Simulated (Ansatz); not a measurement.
Several solutions for doublet SiN

```xyz
2

Si    0.0000    0.0000    0.0000
N     0.0000    0.0000    1.8840
```

Basis set: def2-SVP (spherical functions). Charge 0, multiplicity 2.

PBE0 (unrestricted) was run from several starts with Ansatz (development build ahead of 0.2.0).

| run | program | start | converged | energy (hartree) | <S²> |
| --- | --- | --- | --- | --- | --- |
| A | Ansatz | search for the lowest state | yes | -343.75638 | 0.97 |
| B | Ansatz | stability test followed | yes | -343.75638 | 0.97 |
| C | Ansatz | atomic start, no search | yes | -343.74049 | 1.23 |

Which runs reached the lowest solution of this kind, and what is wrong with the others?

A, B reached the lowest solution found. Converged but too high: C by 0.43 eV. Convergence only shows a stationary point, and even a stable one can lie too high; stability tests and further starts are what find lower ones. Caution: the unrestricted determinant is spin contaminated.
